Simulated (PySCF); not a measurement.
## How the method changes the constants of SiO⁺

State: ²Σ⁺ (doublet), unpaired electrons σ ↑. Set-up: basis Si def2-TZVPPD, O def2-TZVPPD; no relativity; PySCF 2.14. De refers to Si⁺ + O in their high-spin ground configurations, without counterpoise correction. The functionals are run spin-unrestricted. A positive dipole points towards O; it is taken about the centre of mass and depends on that origin. Levels whose curve was spin-contaminated or gave no clean fit are not listed.

```json
{"Level": "UHF-CCSD", "Re (Å)": "1.527", "ωe (cm⁻¹)": "1146", "De (eV)": "4.26", "μ (D)": "n/a", "CPU s a point (SCF and correlation, without the integrals)": "n/a"}
{"Level": "UHF-CCSD(T)", "Re (Å)": "1.532", "ωe (cm⁻¹)": "1132", "De (eV)": "4.56", "μ (D)": "n/a", "CPU s a point (SCF and correlation, without the integrals)": "32"}
{"Level": "PBE", "Re (Å)": "1.528", "ωe (cm⁻¹)": "1147", "De (eV)": "5.39", "μ (D)": "-4.34", "CPU s a point (SCF and correlation, without the integrals)": "1.7"}
{"Level": "revPBE", "Re (Å)": "1.533", "ωe (cm⁻¹)": "1135", "De (eV)": "5.08", "μ (D)": "-4.34", "CPU s a point (SCF and correlation, without the integrals)": "0.89"}
{"Level": "PW91", "Re (Å)": "1.526", "ωe (cm⁻¹)": "1150", "De (eV)": "5.42", "μ (D)": "-4.35", "CPU s a point (SCF and correlation, without the integrals)": "0.9"}
{"Level": "BLYP", "Re (Å)": "1.534", "ωe (cm⁻¹)": "1124", "De (eV)": "5.19", "μ (D)": "-4.33", "CPU s a point (SCF and correlation, without the integrals)": "0.87"}
{"Level": "r²SCAN", "Re (Å)": "1.517", "ωe (cm⁻¹)": "1174", "De (eV)": "5.11", "μ (D)": "-4.44", "CPU s a point (SCF and correlation, without the integrals)": "2.2"}
{"Level": "M06-L", "Re (Å)": "1.517", "ωe (cm⁻¹)": "1161", "De (eV)": "4.97", "μ (D)": "-4.22", "CPU s a point (SCF and correlation, without the integrals)": "2.2"}
{"Level": "PBE0", "Re (Å)": "1.516", "ωe (cm⁻¹)": "1158", "De (eV)": "4.71", "μ (D)": "-4.43", "CPU s a point (SCF and correlation, without the integrals)": "2.5"}
{"Level": "M06", "Re (Å)": "1.511", "ωe (cm⁻¹)": "1166", "De (eV)": "4.78", "μ (D)": "-4.46", "CPU s a point (SCF and correlation, without the integrals)": "2.8"}
{"Level": "HSE06", "Re (Å)": "1.517", "ωe (cm⁻¹)": "1153", "De (eV)": "4.69", "μ (D)": "-4.41", "CPU s a point (SCF and correlation, without the integrals)": "2"}
```

Q: Which functional lies closest to UHF-CCSD(T) in De, which farthest, and by how much do they differ from it?

A: Closest is HSE06 (-1.5 pm in Re, +1.9 % in ωe, +0.13 eV in De against UHF-CCSD(T) in the same basis), farthest PW91 (-0.6 pm in Re, +1.6 % in ωe, +0.86 eV in De). CCSD(T) converges more slowly with the basis than the functionals do and binds too weakly in this one, so the order can change at the basis-set limit.

Q: What does a quarter of exact exchange do here, going from PBE to PBE0?

A: PBE0 less PBE: -1.2 pm in Re, +1.0 % in ωe, -0.68 eV in De. Exact exchange removes part of the self-interaction that spreads semilocal densities, and in most molecules shortens and stiffens the bond and lowers De; so it does here.

Q: What does the step from GGA to meta-GGA do here, going from PBE to r²SCAN?

A: r²SCAN less PBE: -1.1 pm in Re, +2.4 % in ωe, -0.28 eV in De. 

Correlated steps freeze 6 core orbitals. For an ion De counts to the pair picked by the measured ionisation energies or electron affinities, which need not be the lowest pair at this level. The CCSD T1 diagnostic is raised, a sign that a single reference may not be enough here. The state was picked by a PBE0 search and need not be the measured ground state.

The whole job (state search and all levels along the bond) took about 4.7 min on 2 threads of Arm Neoverse V2 (shared host), peak memory 3.2 GiB.
